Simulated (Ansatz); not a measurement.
Cost and result for the atomization energy of C2H3N (`C#CN`) (6 atoms, 5 bonds).

Total charge 0; spin multiplicity 1. The geometry is a stationary point of PBE0-D4/def2-TZVP. It is one conformer, not always the lowest. Program: Ansatz. All runs use 2 threads of a server CPU on a shared host. Times are those of one run each, without the atoms' runs, and a repeat can differ threefold. Electronic energies, without spin–orbit coupling; frozen cores. CCSD(T)/CBS extrapolates def2-TZVPP and def2-QZVPP, and its time is that of the two runs behind it. T1 = 0.012. HSE06 is the plane-wave form, built on full-range PBE exchange.

CCSD(T)/CBS is a level of theory with its own doubt, some kJ/mol a heavy atom from the limit and from the frozen cores, so smaller differences don't rank the functionals.

```json
{"level": "LDA (SPW92)/def2-TZVPP", "functions": "135", "wall time": "0.3 s"}
{"level": "CCSD(T)/def2-SVP", "functions": "57", "wall time": "0.4 s"}
{"level": "revPBE-D4/def2-TZVPP", "functions": "135", "wall time": "0.5 s"}
{"level": "BLYP-D4/def2-TZVPP", "functions": "135", "wall time": "0.5 s"}
{"level": "HSE06-D4/def2-TZVPP", "functions": "135", "wall time": "0.6 s"}
{"level": "BHLYP-D4/def2-TZVPP", "functions": "135", "wall time": "0.65 s"}
{"level": "CAM-B3LYP-D4/def2-TZVPP", "functions": "135", "wall time": "0.65 s"}
{"level": "PBE-QIDH/def2-TZVPP", "functions": "135", "wall time": "1 s"}
{"level": "ωB97X-V/def2-TZVPP", "functions": "135", "wall time": "1.6 s"}
{"level": "ωB97M-V/def2-TZVPP (with forces)", "functions": "135", "wall time": "1.9 s"}
{"level": "CCSD(T)/def2-TZVPP", "functions": "135", "wall time": "3.3 s"}
{"level": "CCSD(T)/def2-QZVPP", "functions": "261", "wall time": "2.9 min"}
{"level": "CCSD(T)/CBS(def2)", "functions": "–", "wall time": "3 min"}
```

Problem. What atomization energy does each give, and how far from CCSD(T)/CBS? (Estimate.)

Solution. Computed: 
```tsv
level	atomization (kcal/mol)	difference from CCSD(T)/CBS	per bond
LDA (SPW92)/def2-TZVPP	671.6	99.5	19.9
CCSD(T)/def2-SVP	539.8	-32.3	-6.5
revPBE-D4/def2-TZVPP	579.6	7.5	1.5
BLYP-D4/def2-TZVPP	583.0	10.9	2.2
HSE06-D4/def2-TZVPP	580.2	8.1	1.6
BHLYP-D4/def2-TZVPP	552.1	-20.0	-4.0
CAM-B3LYP-D4/def2-TZVPP	578.7	6.6	1.3
PBE-QIDH/def2-TZVPP	570.0	-2.1	-0.4
ωB97X-V/def2-TZVPP	573.9	1.8	0.3
ωB97M-V/def2-TZVPP (with forces)	577.1	5.0	1.0
CCSD(T)/def2-TZVPP	554.5	-17.6	-3.5
CCSD(T)/def2-QZVPP	565.0	-7.1	-1.4
CCSD(T)/CBS(def2)	572.1	0.0	0.0
```

Leaving LDA and LC-ωPBE aside and taking each functional with its dispersion term where it has one, the values, not all of them listed here, spread over 45.8 kcal/mol, from BHLYP-D4 to PBE-D4. LDA lies +75.2 kcal/mol from PBE without D4, its usual overbinding. In def2-TZVPP, CCSD(T) changes the Hartree–Fock value by +165.4 kcal/mol (the triples alone add +11.6 kcal/mol) and MP2 by +180.2 kcal/mol; breaking electron pairs costs correlation energy, which Hartree–Fock lacks. From PBE to PBE0 (25 % exact exchange), in def2-TZVPP and without D4, the atomization energy moves by −18.0 kcal/mol: exact exchange takes away binding that semilocal exchange gives to molecules.
